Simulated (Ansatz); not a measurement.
We consider fcc Ni, described by r²SCANh (Ansatz, a program for electronic structure, plane waves, PAW).

Input:

Ansatz 0.2 input:
```yaml
crystal:
  lattice:
    - [0.0, 1.7389705084, 1.7389705084]
    - [1.7389705084, 0.0, 1.7389705084]
    - [1.7389705084, 1.7389705084, 0.0]
  atoms:
    - { symbol: Ni, position: [0.0, 0.0, 0.0], spin: 0.8 }
basis:
  ecutwfc: 520
  ecutrho_ratio: 4
  xc_grid: 3
kpoints:
  mp_grid: { grid: [16, 16, 16] }
hamiltonian:
  xc: r2scanh
  dispersion: none
  pseudopotentials: { kind: paw }
scf:
  occupations: { method: fermi_dirac, width: 0.05 }
  convergence: { dr2_threshold: 0.0000000001 }
output:
  forces: false
  stress: true
  eigenvalues: true
magnetization:
  spin_polarized: true
```

Output (set-up and result lines):

```
WARN output.stress: scf.exx.energy_threshold = 1e-6 eV is looser than the 1e-8 eV advised for a stress under a hybrid functional (1e-8 eV for each atom of the …
Crystal: 1 atoms, lattice volume = 10.517 Å³
Basis set: ecut = 520 eV, 283 PW (Γ), exchange–correlation on 60×60×60 points (27 copies of the dense FFT grid, shifted against one another)
Bands: 14, of which v1, the nominal top of the filled ones, is band 9 counted from 1 (8 counted from 0)
Symmetry: 48 space group operations
Space group: Fm-3m (ITA 225), of the structure as read, at distance tolerance 2.2e-5 Å
k-points: 145 of 4096
Initial density: superposition of atomic densities (chi_scale 0.1, normalization cell)
Functional: x = r2scan, c = r2scan; τ floored in thin density (d = 2e-4 eV/Å³), warm-up for x = 0.9 r2scan + 0.1 exact, c = r2scan; τ floored in thin density (d = 2e-4 eV/Å³)
SCF 1 converged in 17 iterations: F = -5845.295819 eV  dr2 = 7.18e-12
Crystal: 1 atoms, lattice volume = 10.517 Å³
Initial density: handed on by an earlier stage of this run
Functional: x = 0.9 r2scan + 0.1 exact, c = r2scan; τ floored in thin density (d = 2e-4 eV/Å³)
Crystal: 1 atoms, lattice volume = 10.517 Å³
SCF 3 converged in 9 iterations: F = -5844.011193 eV  dr2 = 3.67e-12
Magnetization: 0.8153 μB (9.4077 up, 8.5923 down)
Free energy (F): -5844.011193 eV
Internal energy: -5844.007142 eV  (E = F + TS)
E sigma→0 (E₀):  -5844.009168 eV
Fermi energy:    18.933127 eV
--- Stress (GPa, compression-positive) ---
       -0.004349      -0.000000      -0.000000
       -0.000000      -0.004349       0.000000
       -0.000000      -0.000000      -0.004349
  P = ⅓ Tr σ = -0.0043 GPa (-0.043 kbar)
```

The PAW data were made under PBE.

Note: the run warned that the count of filled bands differs between k points.
